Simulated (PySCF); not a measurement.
## Working out the ionisation energy of F

F [He] 2s2 2p5 (2P) → F⁺ [He] 2s2 2p4 (3P). Computed with PySCF 2.14 in Sapporo-DZP-2012 (4s3p1d, 18 functions), with scalar relativity by spin-free X2C-1e. Frozen: 1s2. Energies in hartree (1 hartree = 27.21139 eV):

```
            part   F (lower)  F⁺ (upper)
             UHF  -99.450934  -98.876853
CCSD correlation   -0.165122   -0.123142
             (T)   -0.001049   -0.000918
```

Question: What does Hartree-Fock give?

Answer: (-98.876853) − (-99.450934) = 0.574081 hartree = 15.622 eV.

Question: What do CCSD and CCSD(T) give?

Answer: The CCSD correlation energies differ by 0.041980 hartree = 1.142 eV and the triples by 0.000131 hartree = 0.004 eV, so CCSD gives 16.764 eV and CCSD(T) 16.768 eV.

Measured between the centres of the two terms (NIST): 17.427 eV, so CCSD(T) (valence) is off by -0.659 eV.

A double-zeta basis recovers only part of the correlation energy.

What remains against the reference includes basis incompleteness, the frozen core and higher excitations.
